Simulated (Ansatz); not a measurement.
Species: PH₃, charge 0, triplet. This triplet is an excited state, 3.5 eV above the singlet at CCSD(T)/cc-pV(5+d)Z (Ansatz, a program for electronic structure). PH3 (parent SMILES P, triplet).
B3LYP-D3(BJ)/def2-TZVP minimum from Ansatz:
```xyz
4

P     -0.0702     0.0069     0.0178
H      0.0448     1.5445     0.0807
H      1.2917    -0.1273    -0.3269
H     -0.2829    -1.5211    -0.0205
```
Charge 0, spin multiplicity 3.

Total energies in aug-cc-pV(D+d)Z, 8 correlated electrons, 5 frozen orbitals. Radicals and triplets start from unrestricted determinants; spin-orbit coupling is neglected. Cores are frozen in correlated methods. No relativity. The UHF reference of H3P (parent SMILES P, triplet) is spin-contaminated (<S^2> up to 0.04 over the pure value in the sets run). The spin of H3P (parent SMILES P, triplet) was assumed, and the state is the lowest solution found for it.

```json
[
 {"method": "HF", "program": "Ansatz", "energy (Eh)": "-342.37075", "minus CCSDT(Q) (mEh)": "158.99"},
 {"method": "MP2", "program": "Ansatz", "energy (Eh)": "-342.49296", "minus CCSDT(Q) (mEh)": "36.78"},
 {"method": "CCSD", "program": "Ansatz", "energy (Eh)": "-342.52428", "minus CCSDT(Q) (mEh)": "5.46"},
 {"method": "CCSD(T)", "program": "Ansatz", "energy (Eh)": "-342.52858", "minus CCSDT(Q) (mEh)": "1.16"},
 {"method": "CCSDT(Q)", "program": "Ansatz", "energy (Eh)": "-342.52974", "minus CCSDT(Q) (mEh)": "0.00"}
]
```

Rough core times of Ansatz's runs on a shared machine: CCSD(T) under 20 s, CCSDT(Q) 30 s.
